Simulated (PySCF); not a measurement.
**methylenimine: bond dissociation enthalpies at several levels**

Structure: `C=N` (CH3N). Atom numbers as in the mapped SMILES `[CH2:1]=[NH:2]`.

All levels share the PBE0-D3(BJ)/def2-SVP structures and the PBE0-D3(BJ)/def2-SVP thermal terms; only the single-point energies (PySCF) change. Values are bond dissociation enthalpies (298 K, kJ/mol).

```csv
level,N2–H,C1–H,abs. error,time
HF/def2-TZVP,233,324,135.0,1.6 s
PBE0-D3(BJ)/6-31G,332,409,36.3,2.4 s
PBE0-D3(BJ)/def2-SV(P),336,399,31.8,2.4 s
M06-L/def2-TZVP (grid 3),343,403,24.9,16 s
r2SCAN-D3(BJ)/def2-TZVP (grid 3),343,396,24.4,16 s
BHandHLYP/def2-TZVP,345,408,23.2,5 s
PBE0-D3(BJ)/6-31G*,345,411,23.0,2.7 s
PBE0-D3(BJ)/6-31+G*,345,410,22.8,3.2 s
PBE0-D3(BJ)/cc-pVDZ,345,401,22.4,2.9 s
PBE0-D3(BJ)/pcseg-1,348,404,20.2,2.9 s
HSE06/def2-TZVP,348,400,19.8,11 s
LC-ωPBE/def2-TZVP,349,401,18.6,9.1 s
BLYP-D3(BJ)/def2-TZVP,350,397,18.2,7.2 s
PBE0-D3(BJ)/aug-cc-pVDZ,350,402,17.5,4.5 s
PBE0-D3(BJ)/def2-SVP,350,403,17.5,3 s
PBE0-D3(BJ)/def2-TZVP,351,402,17.2,–
PBE0-D3(BJ)/ma-def2-TZVP,351,402,16.9,6.5 s
PBE0-D3(BJ)/aug-pcseg-1,351,404,16.9,4.5 s
PBE0-D3(BJ)/6-311+G**,351,405,16.6,3.9 s
PBE0-D3(BJ)/def2-TZVPD,352,402,16.1,7.3 s
PBE0-D3(BJ)/cc-pVTZ,352,403,15.9,6.6 s
B97-2/def2-TZVP,353,405,15.3,5.7 s
PBE-D3(BJ)/def2-TZVP,353,397,15.3,7.3 s
PBE0-D3(BJ)/def2-TZVPP,353,403,15.1,6.5 s
PBE0-D3(BJ)/pcseg-2,353,403,14.8,6.4 s
PBE0-D3(BJ)/aug-cc-pVTZ,353,403,14.8,13 s
PBE0-D3(BJ)/def2-QZVP,353,403,14.7,19 s
PBE0-D3(BJ)/ma-def2-SVP,353,405,14.6,3.2 s
PBE0-D3(BJ)/jun-cc-pV(T+d)Z,353,403,14.5,8.3 s
PBE0-D3(BJ)/def2-QZVPPD,353,403,14.5,22 s
"PBE0-D3(BJ)/6-311++G(2d,2p)",353,404,14.4,5.6 s
TPSS-D3(BJ)/def2-TZVP (grid 3),354,408,13.9,16 s
TPSSh-D3(BJ)/def2-TZVP (grid 3),354,411,13.7,14 s
B3LYP-D3(BJ)/def2-TZVP,355,408,12.6,5.4 s
OPBE/def2-TZVP,356,399,11.7,7.7 s
M06/def2-TZVP (grid 3),356,409,11.6,14 s
CAM-B3LYP-D3(BJ)/def2-TZVP,356,409,11.5,6.4 s
ωB97X-D3(BJ)/def2-TZVP,357,413,10.8,6.4 s
PBE0-D3(BJ)/def2-SVPD,357,403,10.6,4.1 s
ωB97M-D3(BJ)/def2-TZVP (grid 3),362,416,5.5,14 s
BP86-D3(BJ)/def2-TZVP,363,409,4.4,7.1 s
M06-2X/def2-TZVP (grid 3),364,414,3.9,15 s
LDA/def2-TZVP,405,435,37.5,5.7 s
ATcT 1.112,368,n/a,,
```

Times are wall times for all single points of a level on 1 thread of Arm Neoverse N1, a shared host; the dash marks the run that also made the structures. BLYP, BP86, HSE06, LC-ωPBE, LDA, M06-L, OPBE, PBE, TPSS, r2SCAN ran on a slower path of this set-up, which computes the density-fitting integrals anew in every SCF cycle while the other levels store them. So the times needn't show the usual order of cost, and those levels read slower than they are.

Hartree-Fock leaves out electron correlation, so its bond energies come out too low, often by 100 kJ/mol or more.

The widest spread is that of N2–H: 173 kJ/mol, from 233 to 405.

Differences come from unrounded values, so a last digit can differ from that of the printed terms.
